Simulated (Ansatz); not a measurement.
We consider bcc W, described by PBEsol+SOC in Ansatz (plane waves, PAW).

Run with plane-wave cutoff 520 eV, 24×24×24 k mesh, Fermi–Dirac smearing 0.05 eV, PAW data made under PBE.

Cell (relaxed at this level):

```cif
data_W2
_chemical_formula_sum 'W2'
_space_group_name_H-M_alt 'Im-3m'
_space_group_IT_number 229
_space_group_name_Hall '-I 4 2 3'
_cell_length_a 3.15547
_cell_length_b 3.15547
_cell_length_c 3.15547
_cell_angle_alpha 90.000
_cell_angle_beta 90.000
_cell_angle_gamma 90.000
loop_
_atom_site_label
_atom_site_type_symbol
_atom_site_symmetry_multiplicity
_atom_site_Wyckoff_symbol
_atom_site_fract_x
_atom_site_fract_y
_atom_site_fract_z
_atom_site_occupancy
W1 W 2 a 0.00000 0.00000 0.00000 1
```
(The calculation used a cell of 1 atom; values per cell refer to that cell.)

Q: What does this level give for the bulk modulus B0 and pressure derivative B′ of the bulk modulus?

A: 
bulk modulus B0: 320 GPa
pressure derivative B′ of the bulk modulus: 4.1

The run finds no gap.

Measured, for comparison: bulk modulus 312 GPa (zero-point energy and finite temperature contributions removed, our sources range from 300 to 328; as tabulated in doi:10.1021/acs.jctc.3c00612). Computed (rounded) less measured: bulk modulus +3 % (inside the range of the sources held).

The computed numbers hold no vibrational or temperature effects.

The result took very roughly 4 core-minutes.

Ansatz is a first-principles code.
